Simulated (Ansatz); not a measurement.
Relaxation of AlCl₂H (4 atoms, charge 0, multiplicity 1), to a largest force component of 0.03 eV/Å in at most 50 steps.

Theory: Ansatz, RKS PBE0-D4/cc-pVDZ.

```xyz
4
Properties=species:S:1:pos:R:3:forces:R:3
Al -0.984 0.000 0.467 -0.14 0.00 -0.16
H 1.586 0.000 1.476 0.76 0.00 -0.83
Cl 2.448 0.000 0.454 -0.68 0.00 0.84
Cl -1.684 0.000 -1.608 0.06 0.00 0.15
```

Task: Where does it end, and by what steps?

Result: The run converged. After 17 steps the energy has fallen by 0.094 eV; H2 moved furthest, 0.62 Å.

| step | energy less start (eV) | largest force component (eV/Å) | accepted |
| --- | --- | --- | --- |
| 0 | 0.0000 | 0.837 | yes |
| 1 | -0.0342 | 0.466 | yes |
| 2 | -0.0196 | 1.243 | no |
| 3 | -0.0413 | 0.278 | yes |
| 4 | -0.0504 | 0.071 | yes |
| 5 | -0.0535 | 0.049 | yes |
| 6 | -0.0543 | 0.114 | yes |
| 7 | -0.0386 | 1.275 | no |
| 8 | -0.0601 | 0.123 | yes |
| 9 | -0.0654 | 0.363 | yes |
| 10 | -0.0729 | 0.068 | yes |
| 11 | -0.0822 | 0.484 | yes |
| 12 | -0.0834 | 0.692 | yes |
| 13 | -0.0908 | 0.039 | yes |
| 14 | -0.0829 | 0.279 | no |
| 15 | -0.0937 | 0.069 | yes |
| 16 | -0.0944 | 0.041 | yes |
| 17 | -0.0945 | 0.001 | yes |

```xyz
4
Properties=species:S:1:pos:R:3
Al -1.380 0.000 0.541
H 2.201 0.000 1.572
Cl 1.849 0.000 0.328
Cl -1.303 0.000 -1.652
```

Whether the end is a true minimum wasn't checked by a vibrational analysis.

Time of the run: 31 s on 1 thread of AMD EPYC 7R43 64-Core Processor (Zen 3), on a shared host, peak memory 0.14 GiB.
